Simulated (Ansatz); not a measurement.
**Molecular dynamics, step by step**

CH5MgSi (SMILES [CH3][Mg][SiH2+]) (charge +1), closed shell, BHLYP-D4/def2-SVP (Ansatz 0.2.0). Settings (timestep in fs, temperature in K; T counts 18 degrees of freedom):

```yaml
hamiltonian: {xc: {name: BHLYP}, dispersion: d4}
md: {n_steps: 80, timestep: 1.0, temperature: 1000, ensemble: nve, seed: 331, initial_velocities: maxwell_boltzmann}
```

Start (the SMILES describes the start alone):

```csv
atom,x (Å),y (Å),z (Å)
C1,-1.2904,1.6663,-0.7851
Mg2,-0.1109,0.1015,-0.0492
Si3,1.5935,-2.0609,0.9706
H4,-2.2952,1.3143,-1.0202
H5,-0.8471,2.0780,-1.6926
H6,-1.3675,2.4638,-0.0455
H7,2.8762,-2.0223,1.7237
H8,1.4414,-3.5407,0.8982
```

```csv
step,time (fs),potential energy less the start (meV),kinetic energy (meV),T (K)
0,0.00,0.0,775.6,1000
5,5.00,189.1,594.4,766
10,10.00,176.3,603.7,778
15,15.00,291.2,490.0,632
20,20.00,250.3,537.1,693
25,25.00,80.8,700.9,904
30,30.00,235.9,555.2,716
35,35.00,290.0,495.2,639
40,40.00,616.8,181.7,234
45,45.00,431.8,365.5,471
50,50.00,505.2,293.1,378
55,55.00,337.6,464.0,598
60,60.00,447.7,349.3,450
65,65.00,465.3,333.0,429
70,70.00,489.8,305.6,394
75,75.00,303.1,491.2,633
80,80.00,206.1,584.8,754
```

Step 5, positions (Å) and forces (eV/Å):

```json
{"atom": "C1", "x": "-1.232", "y": "1.622", "z": "-0.789", "Fx": "-1.152", "Fy": "-0.009", "Fz": "-1.175"}
{"atom": "Mg2", "x": "-0.120", "y": "0.112", "z": "-0.029", "Fx": "0.607", "Fy": "-0.613", "Fz": "-0.025"}
{"atom": "Si3", "x": "1.586", "y": "-2.043", "z": "0.952", "Fx": "-0.608", "Fy": "0.276", "Fz": "-0.118"}
{"atom": "H4", "x": "-2.258", "y": "1.241", "z": "-0.974", "Fx": "0.276", "Fy": "-0.117", "Fz": "0.395"}
{"atom": "H5", "x": "-1.001", "y": "2.037", "z": "-1.819", "Fx": "0.376", "Fy": "0.009", "Fz": "1.576"}
{"atom": "H6", "x": "-1.329", "y": "2.316", "z": "0.061", "Fx": "0.175", "Fy": "0.448", "Fz": "-0.693"}
{"atom": "H7", "x": "2.769", "y": "-2.040", "z": "1.798", "Fx": "0.560", "Fy": "0.313", "Fz": "0.287"}
{"atom": "H8", "x": "1.355", "y": "-3.490", "z": "0.870", "Fx": "-0.235", "Fy": "-0.307", "Fz": "-0.247"}
```

Step 25, positions (Å) and forces (eV/Å):

```tsv
atom	x	y	z	Fx	Fy	Fz
C1	-1.186	1.505	-0.798	0.474	0.480	0.159
Mg2	-0.063	0.070	0.061	0.267	-0.217	-0.052
Si3	1.516	-1.952	0.891	0.320	-0.578	0.658
H4	-2.188	1.197	-0.933	-1.494	-0.647	0.143
H5	-0.886	1.746	-1.818	0.512	0.465	0.142
H6	-1.216	2.355	-0.100	0.189	0.132	-0.533
H7	2.657	-1.979	1.909	-0.552	-0.042	-0.641
H8	1.189	-3.380	0.526	0.286	0.406	0.124
```

Step 45, positions (Å) and forces (eV/Å):

| atom | x | y | z | Fx | Fy | Fz |
| --- | --- | --- | --- | --- | --- | --- |
| C1 | -1.217 | 1.475 | -0.812 | 2.065 | 0.623 | 2.598 |
| Mg2 | 0.018 | 0.023 | 0.140 | -1.468 | 1.541 | -0.418 |
| Si3 | 1.446 | -1.905 | 0.861 | 0.398 | -0.598 | -0.248 |
| H4 | -2.195 | 1.202 | -0.990 | -2.601 | -0.650 | 0.088 |
| H5 | -0.773 | 1.447 | -1.737 | 1.347 | 0.056 | -2.817 |
| H6 | -1.114 | 2.523 | -0.477 | -0.219 | -0.540 | 0.223 |
| H7 | 2.595 | -1.867 | 1.745 | 0.439 | -0.165 | 0.466 |
| H8 | 1.426 | -3.190 | 0.143 | 0.040 | -0.267 | 0.108 |

Last step (80):

| atom | x (Å) | y (Å) | z (Å) |
| --- | --- | --- | --- |
| C1 | -1.2246 | 1.4416 | -0.9232 |
| Mg2 | -0.0640 | 0.1827 | 0.2070 |
| Si3 | 1.5321 | -2.0161 | 0.8467 |
| H4 | -2.3245 | 1.3126 | -0.7471 |
| H5 | -0.9086 | 1.4160 | -2.0630 |
| H6 | -1.0675 | 2.4500 | -0.6450 |
| H7 | 2.3152 | -2.1120 | 2.1276 |
| H8 | 1.5907 | -3.3047 | 0.1106 |

The run took about 97 s on 2 CPU threads of an Arm Neoverse V2 (shared host).
